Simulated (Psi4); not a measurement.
Conformational energy of SMILES C#C/C=C\C=C (C6H6). Scanned: dihedral C3–C4–C5–C6; all other coordinates were relaxed at B3LYP-D3(BJ)/def2-SVP. Points at φ and −φ are mirror images. Heavy atoms are numbered in the order of the SMILES C#C/C=C\C=C, hydrogens after them in the order of the atoms that carry them; the mirror image has the same energies with the sign of each dihedral reversed.

PBE/def2-TZVP // B3LYP-D3(BJ)/def2-SVP (Psi4); PBE-D3(BJ)/def2-TZVP // B3LYP-D3(BJ)/def2-SVP (Psi4); PBE0-D3(BJ)/def2-TZVP // B3LYP-D3(BJ)/def2-SVP (Psi4); MP2/cc-pVTZ = DF-MP2 (frozen core)/cc-pVTZ // B3LYP-D3(BJ)/def2-SVP run with Psi4.

Energies relative to the lowest point of each profile, in kJ/mol; the last columns give the difference from MP2:

| φ / ° | PBE/def2-TZVP | PBE-D3(BJ)/def2-TZVP | PBE0-D3(BJ)/def2-TZVP | MP2/cc-pVTZ | PBE/def2-TZVP − MP2/cc-pVTZ | PBE-D3(BJ)/def2-TZVP − MP2/cc-pVTZ | PBE0-D3(BJ)/def2-TZVP − MP2/cc-pVTZ |
|---|---|---|---|---|---|---|---|
| -150 | 8.0 | 7.9 | 7.7 | 7.3 | 0.7 | 0.7 | 0.4 |
| -120 | 27.0 | 26.9 | 25.6 | 23.7 | 3.3 | 3.1 | 1.9 |
| -90 | 35.9 | 35.6 | 33.0 | 29.8 | 6.1 | 5.8 | 3.2 |
| -60 | 26.5 | 25.6 | 23.9 | 21.2 | 5.3 | 4.4 | 2.7 |
| -30 | 18.2 | 16.9 | 16.7 | 15.3 | 2.9 | 1.6 | 1.4 |
| 0 | 16.1 | 14.8 | 15.5 | 15.0 | 1.1 | -0.2 | 0.5 |
| 30 | 18.2 | 16.9 | 16.7 | 15.3 | 2.9 | 1.6 | 1.4 |
| 60 | 26.5 | 25.6 | 23.9 | 21.2 | 5.3 | 4.4 | 2.7 |
| 90 | 35.9 | 35.6 | 33.0 | 29.8 | 6.1 | 5.8 | 3.2 |
| 120 | 27.0 | 26.9 | 25.6 | 23.7 | 3.3 | 3.1 | 1.9 |
| 150 | 8.0 | 7.9 | 7.7 | 7.3 | 0.7 | 0.7 | 0.4 |
| 180 | 0.0 | 0.0 | 0.0 | 0.0 | 0.0 | 0.0 | 0.0 |

PBE/def2-TZVP is furthest from MP2/cc-pVTZ at -90 (6.1 kJ/mol, above); its mean absolute difference over the points is 3.1 kJ/mol.

PBE-D3(BJ)/def2-TZVP is furthest from MP2/cc-pVTZ at -90 (5.8 kJ/mol, above); its mean absolute difference over the points is 2.6 kJ/mol.

PBE0-D3(BJ)/def2-TZVP is furthest from MP2/cc-pVTZ at -90 (3.2 kJ/mol, above); its mean absolute difference over the points is 1.6 kJ/mol.
